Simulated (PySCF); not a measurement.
Radiative rates from a computed spectrum

Silicon monosulfide, SiS.
InChI=1S/SSi/c1-2

Theory: TDDFT CAM-B3LYP/aug-cc-pVTZ, vertical, gas phase, core orbitals frozen in the response (PySCF). Geometry: PBE0-D3(BJ)/def2-TZVP; no solvent, vibrations or thermal averaging.

Computed singlets with f of 0.002 or more:

| state | ν̃ (cm⁻¹) | f |
| --- | --- | --- |
| S4 | 35840 | 0.023 |
| S5 | 35840 | 0.023 |
| S6 | 49500 | 0.160 |
| S7 | 59240 | 0.108 |
| S8 | 59240 | 0.108 |
| S9 | 61310 | 0.226 |
| S10 | 61990 | 0.471 |

Problem. Give A, τ, |μ| and ∫σ dE for each state.

Solution. Relations used (vacuum, state to state): A = 0.6670 f ν̃² s⁻¹ (ν̃ in cm⁻¹); τ = 1/A; f = (2/3) ΔE |μ|² in atomic units; ∫σ dE = 109.76 f Mb·eV.

```tsv
state	A (s⁻¹)	τ	|μ| (D)	∫σ dE (Mb·eV)
S4	2.0×10⁷	50 ns	1.18	2.6
S5	2.0×10⁷	50 ns	1.18	2.6
S6	2.6×10⁸	3.8 ns	2.62	18
S7	2.5×10⁸	3.9 ns	1.97	12
S8	2.5×10⁸	3.9 ns	1.97	12
S9	5.7×10⁸	1.8 ns	2.80	25
S10	1.2×10⁹	830 ps	4.02	52
```

Leading configurations: S4 H→L/L+1 (98%); S5 H→L/L+1 (98%); S6 H-2/H-1→L/L+1 (≥84%); S7 H-2/H-1→L+2 (≥71%); S8 H-2/H-1→L+2 (≥71%); S9 H→L+2 (60%); S10 H→L+3 (65%) (H = HOMO, L = LUMO).

States that coincide in energy are taken one by one. These lifetimes count emission to the ground state at the vertical energy alone; relaxation of the geometry and all other decay channels are left out.

Problem. Which computed singlets stay under f = 0.002?

Solution. S1 (4.09 eV, f 0.0000), S2 (4.35 eV, f 0.0000) and S3 (4.35 eV, f 0.0000).

Problem. How much energy does a mole of photons resonant with S10 carry?

Solution. 7.685 eV × 96.485 = 741 kJ/mol (177 kcal/mol).

Problem. What is the integrated cross-section of all computed states together?

Solution. Σf = 1.121 over S1 to S10, so 109.76 × Σf ≈ 123 Mb·eV.
